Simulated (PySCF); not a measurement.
# C4H7ClO (4-chlorobutanal): the cost of one run

Programs: PySCF 2.14.0, with density-fitted response routines of our own. Each step states its level of theory. These are calculated values for one molecule in the gas phase, unless marked as measured. Atoms count from 0, in the outputs and in this text.

### Step 1. The molecule as given

13 atoms, charge 0, multiplicity 1; geometry from: MMFF94s.

Bonds of the start (Å): O0–C1 1.23, C1–C2 1.51, C2–C3 1.53, C3–C4 1.53, C4–Cl5 1.78, C1–H6 1.10, C2–H7 1.10, C2–H8 1.09, C3–H9 1.10, C3–H10 1.10, C4–H11 1.09, C4–H12 1.09.

### Step 2. Optimising the geometry at PBE0-D3(BJ)/def2-SVP

The job: settings as JSON, then the geometry in Å.

```
{"job": {"xc": "PBE0", "basis": "def2-SVP", "d3": "d3bj", "grid": 1, "kind": "geom"}, "charge": 0, "multiplicity": 1}
O     -1.853662    -0.398586    -1.131644
C     -1.798673    -0.059326     0.045788
C     -0.570461     0.512510     0.711432
C      0.656627     0.542726    -0.199265
C      1.224479    -0.831910    -0.546704
Cl     1.853541    -1.667065     0.895172
H     -2.687154    -0.141296     0.695500
H     -0.822968     1.535969     1.010894
H     -0.382380    -0.059248     1.624848
H      1.437973     1.143004     0.283419
H      0.402386     1.058406    -1.133678
H      2.060228    -0.723718    -1.244696
H      0.480065    -1.483306    -1.011064
```

The run is started by

```sh
$ OMP_NUM_THREADS=1 python probes_run.py task.json out
```

The driver reads the jobs from task.json and runs them one after another.

Q: Estimate the wall time and peak memory of this first job on 1 thread of Intel Xeon Platinum 8488C, shared host.

About 56 s, with a peak of 0.48 GiB.
